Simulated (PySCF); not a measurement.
C2H5, SMILES [CH2]C (connectivity only; charge and spin as stated), charge +1, multiplicity 1.

Geometry optimised at B3LYP-D3(BJ)/def2-TZVP. A frequency run showed that this geometry is not a minimum. The spin state was assumed, not searched. The isomer is the one that the SMILES or the coordinates give; other isomers of the formula were not compared.

These are HF/def2-TZVPD in PySCF values and carry that method's errors.

Symmetry labels are those of the subgroup Cs that the program uses (full group Cs).

Computed valence orbital energies around the gap with their symmetry:
| orbital | symmetry | energy (eV) |
|---|---|---|
| HOMO−7 | A' | -316.20 |
| HOMO−6 | A' | -312.48 |
| HOMO−5 | A' | -36.53 |
| HOMO−4 | A' | -30.19 |
| HOMO−3 | A' | -25.62 |
| HOMO−2 | A' | -23.51 |
| HOMO−1 | A" | -21.84 |
| HOMO | A' | -21.48 |
| LUMO | A" | -6.13 |
| LUMO+1 | A' | -2.71 |
| LUMO+2 | A' | -1.83 |
| LUMO+3 | A' | -1.17 |
